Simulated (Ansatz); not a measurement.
System: O$_{2}$, charge -1, multiplicity 2. 
Structure (B3LYP-D3(BJ)/def2-TZVP (Ansatz, a first-principles code) minimum search):
```xyz
2

O      0.0000     0.0000    -0.6737
O      0.0000     0.0000     0.6737
```
Charge -1, spin multiplicity 2.

Basis-set convergence of Hartree-Fock and MP2 correlation energies (hartree) with Ansatz. Valence correlation only, unless marked. UHF or UKS for open shells. Spin-orbit coupling is left out. Non-relativistic. This anion needs diffuse functions, which these sets lack.

```json
[
 {"basis": "cc-pVDZ", "functions": "28", "E(HF)": "-149.56994", "E(corr, MP2)": "-0.35860"},
 {"basis": "cc-pVTZ", "functions": "60", "E(HF)": "-149.62830", "E(corr, MP2)": "-0.46783"},
 {"basis": "cc-pVQZ", "functions": "110", "E(HF)": "-149.64650", "E(corr, MP2)": "-0.50869"},
 {"basis": "cc-pV5Z", "functions": "182", "E(HF)": "(withheld)", "E(corr, MP2)": "(withheld)"}
]
```

What belongs in the gaps?


- cc-pV5Z, E(HF): -149.65430
- cc-pV5Z, E(corr, MP2): -0.52652
